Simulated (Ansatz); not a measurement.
We consider fluorite CeO2, described by LDA (Ansatz, an electronic-structure program, plane waves, PAW).

Numerical settings: plane-wave cutoff 520 eV, 8×8×8 k mesh, no spin polarisation, scalar-relativistic PAW data made under PBE.

Computed at the level's own relaxed cell.

Elastic tensor (GPa, Voigt notation, ions relaxed):

```
  376.9   120.5   120.5     0.0     0.0     0.0
  120.5   376.9   120.5     0.0     0.0     0.0
  120.5   120.5   376.9     0.0     0.0     0.0
    0.0     0.0     0.0    67.6     0.0     0.0
    0.0     0.0     0.0     0.0    67.6     0.0
    0.0     0.0     0.0     0.0     0.0    67.6
```

Q: Work out the Voigt, Reuss and Hill averages of the bulk and shear moduli, Young's modulus and Poisson's ratio from the printed constants.

A: K_V = [C11 + C22 + C33 + 2(C12 + C13 + C23)]/9 = [1130.7 + 2 × 361.5]/9 = 206.0 GPa. G_V = [1130.7 − 361.5 + 3 × 202.8]/15 = 91.8 GPa. From the compliances S = C⁻¹, K_R = 206.0 and G_R = 83.4 GPa. Hill means: K = 206.0, G = 87.6 GPa. E = 9KG/(3K + G) = 230 GPa, ν = (3K − 2G)/(6K + 2G) = 0.31, K/G = 2.35.

Measured, for comparison: elastic constant C11 403 GPa, elastic constant C12 105 GPa, elastic constant C44 60 GPa (temperature not stated, no zero-point or thermal correction; as tabulated in Atomistic and experimental study on thermal conductivity of bulk and porous …). Computed less measured: elastic constant C11 -6 %, elastic constant C12 +15 %, elastic constant C44 +13 %.

Static lattice: no zero-point or thermal effects.
